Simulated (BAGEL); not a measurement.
# C3HFO (SMILES O=c1cc1F) at HF/3-21G (density fitting with qzvpp-jkfit)

What is the vertical ionisation energy of C3HFO at HF/3-21G (density fitting with qzvpp-jkfit)? 

Program for the calculation: BAGEL 1.2.2.

### 1 The molecule

C3HFO: 6 atoms, total charge 0, spin state singlet. As SMILES, `O=c1cc1F`. The shape is that of a GFN2-xTB optimisation.

Bond lengths: O1–C2 1.185 Å, C2–C3 1.446 Å, C2–C4 1.431 Å, C3–C4 1.345 Å, C4–F5 1.315 Å, C3–H6 1.068 Å. Angles: O1–C2–C3 152.4°, O1–C2–C4 151.8°, C3–C2–C4 55.7°, C2–C3–C4 61.6°, C2–C4–C3 62.7°, C2–C4–F5 154.9°, C3–C4–F5 142.4°, C2–C3–H6 152.4°, C4–C3–H6 146.0°.

### 2 The energy at HF/3-21G (density fitting with qzvpp-jkfit)

Contents of calc.json:

```json
{ "bagel" : [

{
  "title" : "molecule",
  "basis" : "3-21g",
  "df_basis" : "qzvpp-jkfit",
  "angstrom" : true,
  "geometry" : [
    { "atom" : "O", "xyz" : [   -0.186080,   -2.058000,   -0.090230 ] },
    { "atom" : "C", "xyz" : [   -0.070410,   -0.880460,   -0.022540 ] },
    { "atom" : "C", "xyz" : [    0.458040,    0.323180,    0.579520 ] },
    { "atom" : "C", "xyz" : [   -0.344340,    0.442990,   -0.492770 ] },
    { "atom" : "F", "xyz" : [   -0.893220,    1.333840,   -1.289410 ] },
    { "atom" : "H", "xyz" : [    1.036010,    0.838440,    1.315440 ] }
  ]
},
{ "title" : "hf" },
{ "title" : "print", "file" : "orbitals.molden", "orbitals" : true }

]}
```

Started as:

```bash
$ BAGEL_NUM_THREADS=1 BAGEL calc.json > calc.out
```

Log:

```text
* using 1 threads per process

  ===============================================================
  ===============================================================

  *** Geometry ***

  { "atom" : "O", "xyz" : [     -0.351640,     -3.889056,     -0.170510 ] },
  { "atom" : "C", "xyz" : [     -0.133056,     -1.663828,     -0.042594 ] },
  { "atom" : "C", "xyz" : [      0.865570,      0.610722,      1.095134 ] },
  { "atom" : "C", "xyz" : [     -0.650708,      0.837130,     -0.931200 ] },
  { "atom" : "F", "xyz" : [     -1.687941,      2.520592,     -2.436632 ] },
  { "atom" : "H", "xyz" : [      1.957775,      1.584422,      2.485821 ] },

  Number of auxiliary basis functions:      397

  Since a DF basis is specified, we compute 2- and 3-index integrals:
    o Being stored without compression. Storage requirement is 0.007 GB

  Number of basis functions:       47
  Number of electrons      :       36

    * METHOD: MOLECULE                             0.09

  *** RHF ***

  === Nuclear Repulsion ===
   144.4924257452

      * DIIS with orbital gradients will be used.

  === RHF iteration (3-21g) ===
      0       -286.57547636          0.03108354           0.02
      1       -286.65565346          0.02613219           0.02
      2       -286.75864348          0.00273782           0.02
      3       -286.76115279          0.00121809           0.02
      4       -286.76154927          0.00034700           0.02
      5       -286.76165107          0.00011848           0.02
      6       -286.76166137          0.00003953           0.02
      7       -286.76166220          0.00001486           0.02
      8       -286.76166229          0.00000704           0.02
      9       -286.76166230          0.00000183           0.02
     10       -286.76166230          0.00000079           0.02
     11       -286.76166230          0.00000030           0.02
     12       -286.76166230          0.00000011           0.02
     13       -286.76166230          0.00000004           0.02
     14       -286.76166230          0.00000002           0.02
     15       -286.76166230          0.00000001           0.02
    * SCF iteration converged.

    * Permanent dipole moment:
           (   -0.428446,    -1.212277,    -0.484340) a.u.

    * METHOD: HF                                   0.31

    * METHOD: PRINT                                0.00

  ===============================================================
```

Wall time 0.62 s (1 thread of Arm Neoverse V2, shared host); peak memory 0.081 GiB.

### 3 The doublet cation

Contents of input.json:

```json
{ "bagel" : [

{
  "title" : "molecule",
  "basis" : "3-21g",
  "df_basis" : "qzvpp-jkfit",
  "angstrom" : true,
  "geometry" : [
    { "atom" : "O", "xyz" : [      -0.186080,      -2.058000,      -0.090230 ] },
    { "atom" : "C", "xyz" : [      -0.070410,      -0.880460,      -0.022540 ] },
    { "atom" : "C", "xyz" : [       0.458040,       0.323180,       0.579520 ] },
    { "atom" : "C", "xyz" : [      -0.344340,       0.442990,      -0.492770 ] },
    { "atom" : "F", "xyz" : [      -0.893220,       1.333840,      -1.289410 ] },
    { "atom" : "H", "xyz" : [       1.036010,       0.838440,       1.315440 ] }
  ]
},

{ "title" : "uhf", "charge" : 1, "nopen" : 1 },

{ "title" : "print", "file" : "orbitals.molden", "orbitals" : true }

]}
```

Started as:

```bash
$ BAGEL_NUM_THREADS=1 BAGEL input.json > input.out
```

Log:

```text
* using 1 threads per process

  ===============================================================
  ===============================================================

  *** Geometry ***

  { "atom" : "O", "xyz" : [     -0.351640,     -3.889056,     -0.170510 ] },
  { "atom" : "C", "xyz" : [     -0.133056,     -1.663828,     -0.042594 ] },
  { "atom" : "C", "xyz" : [      0.865570,      0.610722,      1.095134 ] },
  { "atom" : "C", "xyz" : [     -0.650708,      0.837130,     -0.931200 ] },
  { "atom" : "F", "xyz" : [     -1.687941,      2.520592,     -2.436632 ] },
  { "atom" : "H", "xyz" : [      1.957775,      1.584422,      2.485821 ] },

  Number of auxiliary basis functions:      397

  Since a DF basis is specified, we compute 2- and 3-index integrals:
    o Being stored without compression. Storage requirement is 0.007 GB

  Number of basis functions:       47
  Number of electrons      :       36

    * METHOD: MOLECULE                             0.09

  *** Open-shell HF ***

  === Nuclear Repulsion ===
   144.4924257452

      * DIIS with orbital gradients will be used.

  === UHF iteration (3-21g) ===
      0       -286.13134360          0.06781625           0.03
      1       -286.20823008          0.06935570           0.03
      2       -286.26351614          0.05983596           0.03
      3       -286.41071335          0.00617067           0.03
      4       -286.42160671          0.00438560           0.03
      5       -286.42860936          0.00232604           0.03
      6       -286.43084694          0.00084390           0.03
      7       -286.43099667          0.00042061           0.03
      8       -286.43107323          0.00017380           0.03
      9       -286.43109777          0.00009607           0.03
     10       -286.43110515          0.00005875           0.03
     11       -286.43110777          0.00002945           0.03
     12       -286.43110832          0.00001272           0.03
     13       -286.43110844          0.00000826           0.03
     14       -286.43110850          0.00000653           0.03
     15       -286.43110856          0.00000572           0.03
     16       -286.43110863          0.00000482           0.03
     17       -286.43110868          0.00000362           0.03
     18       -286.43110870          0.00000247           0.03
     19       -286.43110871          0.00000162           0.03
     20       -286.43110871          0.00000111           0.03
     21       -286.43110872          0.00000056           0.04
     22       -286.43110872          0.00000034           0.03
     23       -286.43110872          0.00000027           0.03
     24       -286.43110873          0.00000022           0.03
     25       -286.43110873          0.00000018           0.03
     26       -286.43110873          0.00000015           0.03
     27       -286.43110873          0.00000012           0.03
     28       -286.43110873          0.00000009           0.03
     29       -286.43110873          0.00000007           0.03
     30       -286.43110873          0.00000005           0.03
     31       -286.43110873          0.00000004           0.03
     32       -286.43110873          0.00000003           0.03
     33       -286.43110873          0.00000002           0.03
     34       -286.43110873          0.00000001           0.03
     35       -286.43110873          0.00000001           0.03
    * SCF iteration converged.

    * S^2 (UHF) is 0.7788

    * Permanent dipole moment:
           (   -0.733971,    -0.057585,    -0.977319) a.u.

    * METHOD: UHF                                  1.25

    * METHOD: PRINT                                0.00

  ===============================================================
```

It took 1.6 s on 1 thread of Arm Neoverse V2, shared host; peak memory 0.081 GiB.

### 4 Results

Level: HF/3-21G (density fitting with qzvpp-jkfit).

```
                                          quantity          value
                       singlet C3HFO: total energy  -286.76166 Eh
                      singlet C3HFO: dipole moment         3.49 D
                        singlet C3HFO: HOMO energy      -11.27 eV
                        singlet C3HFO: LUMO energy        3.40 eV
                      singlet C3HFO: HOMO–LUMO gap       14.66 eV
                      doublet cation: total energy  -286.43111 Eh
                              doublet cation: ⟨S²⟩          0.779
vertical ionisation energy (to the doublet cation)       8.995 eV
```

**Reading.** Removing an electron at fixed nuclei costs 8.99 eV (868 kJ/mol). −ε(HOMO) before ionisation, 11.27 eV, is 2.27 eV above this ionisation energy.
